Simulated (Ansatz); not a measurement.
For Ag (model structure, started from the omega type, P6/mmm, No. 191, 3 atoms in the cell), PBE (Ansatz, a program for electronic structure, PAW) gives:

```
Item                  Result
-------------------  -------
lattice parameter a  4.729 Å
lattice parameter c  2.826 Å
```

Question: What does PBE-D3(BJ) (plane waves, PAW; Ansatz) give for the same quantities?

Answer: 
- lattice constant a: 4.644 Å (decreases by 1.8 %)
- lattice parameter c: 2.774 Å (decreases by 1.8 %)

Changes are worked out from the printed values.

Unless a cell is named, each level is at its own relaxed cell (PBE 18.24, PBE-D3(BJ) 17.27 Å³/atom).

Ansatz's density-functional and Hartree–Fock values are scalar-relativistic unless marked +SOC, with PAW data made under PBE.

A model structure was made by putting elements into a prototype or built by hand; it is no filed structure, need not be a known phase, and can be a saddle point held by its symmetry.
